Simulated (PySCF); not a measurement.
C₂H₂F₂O.
Bonds: O1–C2 (double), C2–C3, C3–F4, C3–F5. Hydrogens: H6 on C2; H7 on C3.

Method used: core-valence-separated Tamm–Dancoff BHandHLYP/aug-pcX-1 (pcseg-1 on H) in PySCF, non-relativistic, gas phase, PBE0-D3(BJ)/def2-SVP geometry. The energies are unshifted.

Q: List the carbon K-edge absorption lines.

A: 
```
E (eV)       f  core hole on  main final orbital                        polarisation
282.97  0.0763            C2         LUMO (88 %)  normal to the local trigonal plane
287.96  0.0302            C3         LUMO (83 %)                                   –
288.92  0.0256            C2       LUMO+2 (41 %)         in the local trigonal plane
289.92  0.0586            C3       LUMO+1 (37 %)                                   –
290.10  0.0015            C2       LUMO+3 (69 %)         in the local trigonal plane
290.17  0.0040            C2       LUMO+1 (42 %)         in the local trigonal plane
290.51  0.0088            C2       LUMO+4 (80 %)  normal to the local trigonal plane
290.97  0.0398            C3              spread                                   –
291.16  0.0502            C3              spread                                   –
291.31  0.0002            C2       LUMO+6 (72 %)                                   –
291.34  0.0008            C2       LUMO+5 (41 %)                                   –
```

The first line with a tenth or more of the strongest one's intensity is at 282.97 eV (f = 0.076), with the hole on C2 (aldehyde carbon), polarised normal to the local trigonal plane: a 1s→π* resonance. It is also the strongest listed.

Q: List the oxygen K-edge absorption lines.

A: 
```
E (eV)       f  core hole on  main final orbital                        polarisation
528.17  0.0552            O1         LUMO (92 %)  normal to the local trigonal plane
534.81  0.0003            O1       LUMO+2 (43 %)                                   –
535.33  0.0005            O1       LUMO+1 (78 %)                                   –
535.80  0.0050            O1       LUMO+2 (45 %)         in the local trigonal plane
536.06  0.0005            O1       LUMO+4 (82 %)                                   –
536.74  0.0063            O1       LUMO+5 (45 %)         in the local trigonal plane
536.81  0.0004            O1       LUMO+6 (84 %)                                   –
```

The first line with a tenth or more of the strongest one's intensity is at 528.17 eV (f = 0.055), with the hole on O1 (aldehyde oxygen), polarised normal to the local trigonal plane: a 1s→π* resonance. It is also the strongest listed.

Q: List the fluorine K-edge absorption lines.

A: 
| E (eV) | f | core hole on | main final orbital |
| --- | --- | --- | --- |
| 685.21 | 0.0174 | F4/F5 | LUMO (82 %) |
| 685.26 | 0.0165 | F4/F5 | LUMO (82 %) |
| 687.43 | 0.0115 | F4/F5 | spread |
| 687.50 | 0.0090 | F4/F5 | spread |
| 687.95 | 0.0396 | F4/F5 | LUMO+2 (2 roots, f summed) |
| 688.35 | 0.0043 | F4/F5 | LUMO+1 (2 roots, f summed) |
| 688.73 | 0.0062 | F4/F5 | LUMO+4 (54 %) |
| 688.79 | 0.0057 | F4/F5 | LUMO+4 (56 %) |

The first line with a tenth or more of the strongest one's intensity is at 685.21 eV (f = 0.017), with the hole on F4/F5 (fluorine of a CF2 group). The strongest listed is at 687.95 eV (f = 0.040, sum of 2; F4/F5).

Roots within 0.03 eV whose holes lie on the same, on equivalent or on shared atoms are summed into one line, and the highest roots are left out, as the search may have cut off their partners. Final orbitals are the ground state's empty Kohn–Sham orbitals. A dash: too weak, shared between unlike atoms, or no plane or axis to refer to.

Q: What are the wavelength and the wavenumber of the 290.97 eV line?

A: λ = 12398.42 eV Å/290.97 eV = 42.611 Å; 2.3468 × 10⁶ cm⁻¹.

Only the lowest roots of each edge were sought.

Shape of the structure used: `[O:1]=[CH:2][CH:3]([F:4])[F:5]`: O1–C2–C3–F4 -120°.

One conformer stands for the species.
